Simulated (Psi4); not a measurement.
# Si2H6 (SMILES [SiH3][SiH3]) at B3LYP/6-31G(d) (Cartesian functions)

Aim: the vertical singlet–triplet gap of Si2H6 at B3LYP/6-31G* (Cartesian functions), from 2 runs. 

The calculation is run with Psi4 1.11.

### 1 Starting point

The species is Si2H6 (8 atoms), meant as a singlet with charge 0. SMILES: `[SiH3][SiH3]`. The shape is that of a PBE0-D4/def2-TZVP optimisation.

Bond lengths: Si1–Si2 2.338 Å, Si1–H3 1.488 Å, Si1–H4 1.488 Å, Si1–H5 1.488 Å, Si2–H6 1.488 Å, Si2–H7 1.488 Å, Si2–H8 1.488 Å. Some angles: Si1–Si2–H6 110.3°, Si1–Si2–H7 110.3°, Si1–Si2–H8 110.3°, Si2–Si1–H3 110.3°, Si2–Si1–H4 110.3°, Si2–Si1–H5 110.3°, H6–Si2–H7 108.7°, H6–Si2–H8 108.7°, H7–Si2–H8 108.7°, H3–Si1–H4 108.7°.

### 2 Energy and forces at B3LYP/6-31G(d) (Cartesian functions)

File job.py:

```python
import psi4

psi4.set_memory('1600 MB')
psi4.set_num_threads(1)
psi4.set_output_file('h6si2.out', False)

mol = psi4.geometry("""
Si    -0.340500     0.490200    -1.004900
Si     0.363500    -0.504400     0.991000
H      0.833900     0.948200    -1.794900
H     -1.112900    -0.483900    -1.821900
H     -1.208000     1.664100    -0.717900
H      1.139000     0.468600     1.806300
H      1.228100    -1.680500     0.704000
H     -0.811000    -0.959200     1.782600
symmetry c1
no_reorient
no_com
""")

psi4.set_options({
    'basis': '6-31G*',
    'reference': 'rks',
    'puream': False,
    'e_convergence': 1e-09,
    'd_convergence': 1e-08,
    'scf_type': 'pk',
    'dft_radial_points': 99,
    'dft_spherical_points': 590,
})

E, wfn = psi4.gradient('b3lyp', molecule=mol, return_wfn=True)
psi4.oeprop(wfn, 'DIPOLE', 'MULLIKEN_CHARGES', 'LOWDIN_CHARGES')
print('gradient / Eh bohr^-1')
print(E.np.round(6))
print(f'energy = {wfn.energy():.10f} Eh')
```

The run is started by

```console
$ python job.py
```

h6si2.out:

```text
[...]
  Running in c1 symmetry.
[...]
  Nuclear repulsion =   90.773081159957187
[...]
  Multiplicity = 1
[...]
  Nalpha       = 17
  Nbeta        = 17
[...]
    Number of basis functions: 50
[...]
   @RKS iter   1:  -582.53095311424863   -4.60558e-01   4.79290e-03 ADIIS/DIIS
[...]
   @RKS iter   7:  -582.58266934611265   -2.21689e-11   4.39177e-09 DIIS
[...]
    Orbital Energies [Eh]
    ---------------------
    Doubly Occupied:
       1A    -66.123424     2A    -66.123381     3A     -5.278637
       4A     -5.278611     5A     -3.636797     6A     -3.636676
       7A     -3.636676     8A     -3.636656     9A     -3.636656
      10A     -3.636226    11A     -0.569856    12A     -0.507483
      13A     -0.366332    14A     -0.366325    15A     -0.342219
      16A     -0.342211    17A     -0.297832
[...]
  @RKS Final Energy:  -582.58266934611265
   => Energetics <=
    Nuclear Repulsion Energy =             90.7730811599571865
    One-Electron Energy =                -986.5664139672430792
    Two-Electron Energy =                 348.7241919585715095
    DFT Exchange-Correlation Energy =     -35.5135284973982337
    Empirical Dispersion Energy =           0.0000000000000000
    VV10 Nonlocal Energy =                  0.0000000000000000
    Total Energy =                       -582.5826693461126524
[...]
  -Total Gradient:
     Atom            X                  Y                   Z
    ------   -----------------  -----------------  -----------------
       1        0.000181939203    -0.000279761518     0.000561451268
       2       -0.000201628850     0.000300857098    -0.000538408961
       3       -0.000089834050    -0.000351881818     0.000679249377
       4        0.000361256758    -0.000020512292     0.000689922227
       5        0.000379304403    -0.000526200104     0.000432731342
       6       -0.000362288380     0.000010011034    -0.000701765467
       7       -0.000372527530     0.000510007705    -0.000433607391
       8        0.000103811170     0.000357467077    -0.000689604321
[...]
 Multipole Moments:
 ------------------------------------------------------------------------------------
     Multipole            Electronic (a.u.)      Nuclear  (a.u.)        Total (a.u.)
 ------------------------------------------------------------------------------------
 L = 1.  Multiply by 2.5417464519 to convert [e a0] to [Debye]
 Dipole X            :         -0.7391194            0.7390719           -0.0000475
 Dipole Y            :          0.4564207           -0.4563689            0.0000519
 Dipole Z            :          0.4467871           -0.4467313            0.0000559
 Magnitude           :                                                    0.0000899
[...]
  Mulliken Charges: (a.u.)
   Center  Symbol    Alpha    Beta     Spin     Total
       1    SI     6.92123  6.92123  0.00000  0.15754
       2    SI     6.92123  6.92123  0.00000  0.15754
       3     H     0.52626  0.52626  0.00000 -0.05252
       4     H     0.52626  0.52626  0.00000 -0.05251
       5     H     0.52626  0.52626  0.00000 -0.05251
       6     H     0.52625  0.52625  0.00000 -0.05250
       7     H     0.52626  0.52626  0.00000 -0.05252
       8     H     0.52626  0.52626  0.00000 -0.05251
   Total alpha = 17.00000, Total beta = 17.00000, Total charge =  0.00000
[...]
```

Standard output:

```text
gradient / Eh bohr^-1
[[ 1.82e-04 -2.80e-04  5.61e-04]
 [-2.02e-04  3.01e-04 -5.38e-04]
 [-9.00e-05 -3.52e-04  6.79e-04]
 [ 3.61e-04 -2.10e-05  6.90e-04]
 [ 3.79e-04 -5.26e-04  4.33e-04]
 [-3.62e-04  1.00e-05 -7.02e-04]
 [-3.73e-04  5.10e-04 -4.34e-04]
 [ 1.04e-04  3.57e-04 -6.90e-04]]
energy = -582.5826693461 Eh
```

It took 7.8 s on 1 thread of Intel Xeon 6975P-C (Granite Rapids), shared host; peak memory 0.81 GiB.

### 3 The triplet, same level

File h6si2.xyz:

```xyz
8
H6Si2
Si    -0.340500     0.490200    -1.004900
Si     0.363500    -0.504400     0.991000
H      0.833900     0.948200    -1.794900
H     -1.112900    -0.483900    -1.821900
H     -1.208000     1.664100    -0.717900
H      1.139000     0.468600     1.806300
H      1.228100    -1.680500     0.704000
H     -0.811000    -0.959200     1.782600
```

File h6si2_ase.py:

```python
import numpy as np
from ase.calculators.psi4 import Psi4
from ase.io import read

a = read('h6si2.xyz')
calc = Psi4(atoms=a, method='b3lyp', basis='6-31G*', memory='1600MB', num_threads=1, charge=0, multiplicity=3, label='psi4-calc', reference='uks')
calc.psi4.set_options({'puream': False, 'e_convergence': 1e-09, 'd_convergence': 1e-08, 'scf_type': 'pk', 'dft_radial_points': 99, 'dft_spherical_points': 590, 'maxiter': 200})
a.calc = calc

forces = a.get_forces()
print(f'energy: {a.get_potential_energy():.6f} eV')
print('forces / eV A^-1')
print(np.round(forces, 5))
```

The run is started by

```console
$ python h6si2_ase.py
```

psi4-calc.dat (excerpt; [...] marks lines left out):

```text
[...]
  Running in c1 symmetry.
[...]
  Nuclear repulsion =   90.773081159957201
[...]
  Multiplicity = 3
[...]
  Nalpha       = 18
  Nbeta        = 16
[...]
    Number of basis functions: 50
[...]
   @UKS iter   1:  -582.27696746665060   -2.06573e-01   4.56071e-03 ADIIS/DIIS
[...]
   @UKS iter  13:  -582.32380257778550    3.41061e-12   5.35178e-09 DIIS
[...]
   @S^2 Observed:                2.002885401E+00
[...]
  @UKS Final Energy:  -582.32380257778550
   => Energetics <=
    Nuclear Repulsion Energy =             90.7730811599572007
    One-Electron Energy =                -985.5329147283949851
    Two-Electron Energy =                 347.9114502737208454
    DFT Exchange-Correlation Energy =     -35.4754192830684687
    Empirical Dispersion Energy =           0.0000000000000000
    VV10 Nonlocal Energy =                  0.0000000000000000
    Total Energy =                       -582.3238025777855000
[...]
 Multipole Moments:
 ------------------------------------------------------------------------------------
     Multipole            Electronic (a.u.)      Nuclear  (a.u.)        Total (a.u.)
 ------------------------------------------------------------------------------------
 L = 1.  Multiply by 2.5417464519 to convert [e a0] to [Debye]
 Dipole X            :         -0.0001284            0.0000845           -0.0000439
 Dipole Y            :          0.0001403           -0.0000845            0.0000557
 Dipole Z            :          0.0001103           -0.0000845            0.0000258
 Magnitude           :                                                    0.0000755
[...]
  -Total Gradient:
     Atom            X                  Y                   Z
    ------   -----------------  -----------------  -----------------
       1        0.039022600197    -0.055171620634     0.110722734008
       2       -0.039043025374     0.055193637445    -0.110700522143
       3       -0.005901852671     0.002051531978    -0.004497459995
       4       -0.000112576238     0.006313337524    -0.004422830312
       5        0.000163898492    -0.000078581669    -0.007710321051
       6        0.000104503201    -0.006322128785     0.004416907220
       7       -0.000150123232     0.000068535406     0.007707549997
       8        0.005916607176    -0.002054723330     0.004483910887
[...]
```

On the terminal:

```text
energy: -15845.837783 eV
forces / eV A^-1
[[-2.00662e+00  2.83704e+00 -5.69359e+00]
 [ 2.00767e+00 -2.83817e+00  5.69245e+00]
 [ 3.03490e-01 -1.05490e-01  2.31270e-01]
 [ 5.79000e-03 -3.24640e-01  2.27430e-01]
 [-8.43000e-03  4.04000e-03  3.96480e-01]
 [-5.37000e-03  3.25100e-01 -2.27130e-01]
 [ 7.72000e-03 -3.52000e-03 -3.96340e-01]
 [-3.04240e-01  1.05660e-01 -2.30570e-01]]
```

Wall time 17 s (1 thread of Intel Xeon 6975P-C (Granite Rapids), shared host); peak memory 0.81 GiB.

### 4 Summary of results

Level: B3LYP/6-31G* (Cartesian functions).

```
                                        quantity          value
                           singlet: total energy  -582.58267 Eh
                          singlet: dipole moment         0.00 D
                            singlet: HOMO energy       -8.10 eV
                            singlet: LUMO energy        0.59 eV
                          singlet: HOMO–LUMO gap        8.69 eV
               singlet: largest force on an atom     0.041 eV/Å
                           triplet: total energy  -582.32380 Eh
                          triplet: dipole moment         0.00 D
     triplet: HOMO energy (highest over α and β)       -1.51 eV
                                   triplet: ⟨S²⟩          2.003
               triplet: largest force on an atom     6.670 eV/Å
vertical energy of the triplet above the singlet       7.044 eV
```

At this shape the triplet lies 7.04 eV (162 kcal/mol) above the singlet. Mulliken charges (singlet) run from -0.05 on H3 to +0.16 on Si1; they depend strongly on the basis.
